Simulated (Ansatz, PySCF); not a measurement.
Species: hydrogen cyanide, CHN (charge 0, singlet). 
Structure (B3LYP-D3(BJ)/def2-TZVP (Ansatz, a first-principles code) minimum search):
SMILES: C#N
```xyz
3

C      0.0000     0.0000    -0.4969
N      0.0000     0.0000     0.6493
H      0.0000     0.0000    -1.5636
```


Quantity: enthalpy of formation at 298 K (from the atomisation energy, B3LYP-D3(BJ)/def2-TZVP harmonic zero-point and thermal terms from PySCF, and the atoms' enthalpies of formation in the G2/97 table; no spin-orbit terms, and no core term in the frozen-core levels), in eV. Correlated levels leave the core frozen unless marked. UHF or UKS for open shells. Spin-orbit coupling is left out. Non-relativistic. The coupled-cluster limit lacks core correlation, which all-electron functionals hold. CBS(X,Y): correlation extrapolated as X^-3; Hartree-Fock from the larger set (for Q and 5 zeta extrapolated as (X+1)exp(-9√X)).

```csv
level,program,enthalpy of formation at 298 K (eV),minus last row
HF/aug-cc-pVTZ,Ansatz,6.30,4.87
B2GP-PLYP-D4/def2-TZVPD,Ansatz + dftd4,1.50,0.07
MP2/def2-SVPD,Ansatz,1.63,0.20
"MP2/CBS(def2-TZVPP,def2-QZVPP)",Ansatz,0.92,-0.51
CCSD/def2-QZVPP,Ansatz,1.98,0.55
"CCSD(T)/CBS(aug-cc-pVTZ,aug-cc-pVQZ)",Ansatz,1.42,-0.01
"CCSD(T)/CBS(cc-pVQZ,cc-pV5Z)",Ansatz,1.43,0.00
```
